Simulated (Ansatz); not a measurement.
**Al2H2 (triplet): wave-function methods side by side at distance Al1–Al2 = 7.972 Å, 6-31G**

An exercise on one series of results from a longer session: the logs are not shown, and one member is left open.

Method: 6-31G, core rule «outside noble gas», up to 10 orbitals frozen; program: Ansatz 0.2.0, Gaussian basis.

To be run: UHF; CCSD(T) on ROHF; CCSD(T) on UHF; BCCD(T) on ROHF; CISD; CCSDT(Q) on ROHF; CCSDT(Q) on UHF; CISDTQ; CASSCF and MRCISD+Q, 4 electrons in 4 orbitals; CASSCF and NEVPT2, 4 electrons in 4 orbitals; CASSCF and MRCISD+Q, 8 electrons in 10 orbitals; CASSCF and NEVPT2, 8 electrons in 10 orbitals; Full CI.

20 further runs of the same task are left out: 16 that didn't finish, 4 set aside as unsound or not needed.

## The geometry

The geometry derives from a PBE0/def2-TZVP stationary point (not a proven minimum). One bond is set to the value named and the two fragments are kept rigid.

4 atoms, charge 0, spin multiplicity 3.

Atoms are counted from 1 here; the program's logs count them from 0.

Bond lengths: Al1–H3 1.575 Å, Al2–H4 1.575 Å.

Geometry (Å):

```xyz
4

Al    0.0000    0.0000   -3.9860
Al    0.0000    0.0000    3.9860
H     0.0000    0.0000   -5.5605
H     0.0000    0.0000    5.5605
```

The first run:

File in.yaml:

```yaml
crystal:
  periodic: [false, false, false]
  atoms:
    - {symbol: Al, position_ang: [0.000000, 0.000000, -3.986000]}
    - {symbol: Al, position_ang: [0.000000, 0.000000, 3.986000]}
    - {symbol: H, position_ang: [0.000000, 0.000000, -5.560543]}
    - {symbol: H, position_ang: [0.000000, 0.000000, 5.560543]}
basis:
  gaussian: {orbitals: 6-31G}
magnetization: {spin_polarized: true, initial_magnetization: 2}
hamiltonian: {xc: hf}
output: {orbitals: {seedname: orbitals}}
```

The run is started by

```sh
$ ansatz run in.yaml --threads 1 --pin off --events-out ev --progress --plain --max-ram 2393MiB
```

Among the steps run: UHF; CCSD(T) on ROHF; CCSD(T) on UHF; BCCD(T) on ROHF; CISD; CCSDT(Q) on ROHF; CCSDT(Q) on UHF; CISDTQ; CASSCF and MRCISD+Q, 4 electrons in 4 orbitals; CASSCF and NEVPT2, 4 electrons in 4 orbitals; CASSCF and MRCISD+Q, 8 electrons in 10 orbitals; CASSCF and NEVPT2, 8 electrons in 10 orbitals; Full CI.

One of the session's tables, all rows but one given; the rest of the session is left out.

| method | from FCI (kJ/mol) |
| --- | --- |
| ROHF | +194.9 |
| UHF | ? |
| RMP2 | +73.4 |
| UMP2 | +75.1 |
| CISD | +13.3 |
| RCCSD | +2.5 |
| UCCSD | +2.3 |
| RCCSD(T) | +0.9 |
| UCCSD(T) | +0.9 |
| BCCD(T) | +0.9 |
| RCCSDT | +0.1 |
| UCCSDT | +0.1 |
| CISDTQ | +0.3 |
| RCCSDT(Q) | 0.0 |
| UCCSDT(Q) | 0.0 |
| FCI | 0 |

**Question.** Estimate the row for UHF.

**Answer.** from FCI (kJ/mol): +193.3. In the column «from FCI (kJ/mol)» it lies between UMP2 (+75.1) and ROHF (+194.9).

Left out of the table: CASSCF pair, NEVPT2 pair, MRCISD pair, MRCISD+Q pair, CASSCF valence, NEVPT2 valence, MRCISD valence, MRCISD+Q valence (the active space lost an orbital or holds another state than full CI finds).

To keep in mind: Levels on UHF freeze UHF's core orbitals, full CI those of ROHF, so the U rows can settle a little off it for that reason alone. Restricted and unrestricted rows rest on different reference determinants; where their highest levels disagree by more than a few hundredths of an eV, they describe different states and don't form one ladder.
